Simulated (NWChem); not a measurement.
SiH$_{4}$; SMILES [SiH4]

Computed with NWChem. The geometry was optimised at PBE0-D3(BJ)/def2-TZVP. Level PBE/def2-SVPD: single points from the atomic guess with DIIS by default; each run changes one setting, and all converged runs end within 0.3 mHa of each other. cgmin counts macro-iterations, each dearer than a DIIS step.

Task: Which setting needs the most SCF iterations, or fails (defaults; no DIIS, 40 % damping; no level shifting; DIIS on 3 Fock matrices; quadratically convergent solver (cgmin))?

Result: no DIIS, 40 % damping, with 12 against 6 for the defaults.
```csv
setting,SCF iterations
defaults,6
"no DIIS, 40 % damping",12
no level shifting,6
quadratically convergent solver (cgmin),4
DIIS on 3 Fock matrices,6
```
